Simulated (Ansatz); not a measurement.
# AlH₃OSi: functionals against CCSD(T) at one geometry

The task here is to estimate one member of a computed series from the others.

The runs use Ansatz 0.2.0, Gaussian basis; single points in def2-TZVPP.

Correlated methods freeze the cores.

## Starting geometry

SMILES `O=[SiH][AlH2]`, 6 atoms, charge 0, spin multiplicity 1.

Atoms are counted from 1 here; the program's logs count them from 0.

Bond lengths: O1–Si2 1.524 Å, Si2–Al3 2.446 Å, Si2–H4 1.523 Å, Al3–H5 1.589 Å, Al3–H6 1.540 Å. Angles: O1–Si2–Al3 141.9°, O1–Si2–H4 119.1°, Al3–Si2–H4 99.0°, Si2–Al3–H5 109.4°, Si2–Al3–H6 132.7°, H5–Al3–H6 118.0°.

Coordinates:

```xyz
6

O    -0.6205   -2.3139    1.2168
Si   -0.3060   -1.2085    0.2166
Al    0.2827    1.1620    0.0916
H    -0.3276   -1.5273   -1.2720
H     0.4611    1.5811   -1.4310
H     0.5259    2.2348    1.1687
```

Set-up of the first run:

The input, run/in.yaml:

```yaml
crystal:
  periodic: [false, false, false]
  atoms:
    - {symbol: O, position_ang: [-0.620500, -2.313900, 1.216800]}
    - {symbol: Si, position_ang: [-0.306000, -1.208500, 0.216600]}
    - {symbol: Al, position_ang: [0.282700, 1.162000, 0.091600]}
    - {symbol: H, position_ang: [-0.327600, -1.527300, -1.272000]}
    - {symbol: H, position_ang: [0.461100, 1.581100, -1.431000]}
    - {symbol: H, position_ang: [0.525900, 2.234800, 1.168700]}
basis:
  gaussian: {orbitals: def2-TZVPP}
correlation: {method: ccsd_t}
output: {forces: true}
```

The command line of these runs was not kept.

Among the steps run: CCSD(T)/def2-TZVPP; PBE0-D4/def2-TZVPP; wB97M-V/def2-TZVPP; r2SCAN-D4/def2-TZVPP; PBE-D4/def2-TZVPP; SPW92/def2-TZVPP; BHLYP-D4/def2-TZVPP.

One table of the session follows, with a row left open; its other results are not shown here.

```
   method  RMS force component (eV/Å)  angle to CCSD(T) forces (°)  dipole (D)
  CCSD(T)                       0.402                    reference        3.67
  PBE0-D4                       0.289                         33.5        3.82
  wB97M-V                       0.305                         34.5        3.96
r2SCAN-D4                       0.324                         11.6        3.60
   PBE-D4                       0.464                         21.8        3.46
    SPW92                           ?                            ?           ?
 BHLYP-D4                       0.428                         76.1        4.18
```

**Question.** Estimate the row for SPW92.

As computed: RMS force component (eV/Å): 0.299; angle to CCSD(T) forces (°): 23.8; dipole (D): 3.60. In the column «RMS force component (eV/Å)» it lies between PBE0-D4 (0.289) and wB97M-V (0.305).
